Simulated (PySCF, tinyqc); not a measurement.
RHF in the sto-6g basis, for LiH, spin multiplicity 1, step by step. The lowest restricted solution is unstable here: a spin-polarised one lies 0.0392 hartree lower (PySCF). One step of it, computed by the program tinyqc.

Task: Iteration 2: diagonalisation and new density. Diagonalise F' = X^T F X, C = X C', fill 2 alpha and 2 beta electrons from the bottom; D = 2 C_occ C_occ^T. Each column has its largest component positive (the first on a tie).

extrapolated F (hartree), lower triangle:
```
,1Li 1s,1Li 2s,1Li 2px,1Li 2py,1Li 2pz,2H 1s
1Li 1s,-2.974180
1Li 2s,-0.657829,-0.239493
1Li 2px,0.000000,0.000000,0.009830
1Li 2py,0.000000,0.000000,0.040471,-0.204121
1Li 2pz,-0.000488,-0.010484,0.000000,0.000000,-0.038764
2H 1s,-0.017990,-0.056025,0.000000,0.000000,-0.035553,-0.100742
```

X, lower triangle:
```
,1Li 1s,1Li 2s,1Li 2px,1Li 2py,1Li 2pz,2H 1s
1Li 1s,1.022112
1Li 2s,-0.124396,1.035669
1Li 2px,0.000000,0.000000,1.000000
1Li 2py,0.000000,0.000000,0.000000,1.000000
1Li 2pz,-0.003237,0.020196,0.000000,0.000000,1.029257
2H 1s,0.013977,-0.098736,0.000000,0.000000,-0.143746,1.042644
```

Give: F' = X^T F X; orbital energies; coefficients C; D after iteration 2.

Result:

F' = X^T F X (hartree), lower triangle:
```
,1,2,3,4,5,6
1,-2.944
2,-0.297,-0.124
3,0.000,0.000,0.010
4,0.000,0.000,0.040,-0.204
5,-0.001,-0.004,0.000,0.000,-0.033
6,0.009,-0.036,0.000,0.000,-0.019,-0.090
```

orbital energies (hartree): MO1 -2.975, MO2 -0.212, MO3 -0.130, MO4 -0.059, MO5 -0.026, MO6 0.017

coefficients C:
```
,MO1,MO2,MO3,MO4,MO5,MO6
1Li 1s,1.004,0.000,-0.149,-0.170,-0.041,0.000
1Li 2s,-0.016,0.000,0.659,0.790,0.201,0.000
1Li 2px,0.000,-0.180,0.000,0.000,0.000,0.984
1Li 2py,0.000,0.984,0.000,0.000,0.000,0.180
1Li 2pz,0.000,0.000,0.078,-0.250,1.006,0.000
2H 1s,0.002,0.000,0.639,-0.668,-0.514,0.000
```

D after iteration 2, lower triangle:
```
,1Li 1s,1Li 2s,1Li 2px,1Li 2py,1Li 2pz,2H 1s
1Li 1s,2.015
1Li 2s,-0.033,0.001
1Li 2px,0.000,0.000,0.065
1Li 2py,0.000,0.000,-0.354,1.935
1Li 2pz,-0.001,0.000,0.000,0.000,0.000
2H 1s,0.004,0.000,0.000,0.000,0.000,0.000
```
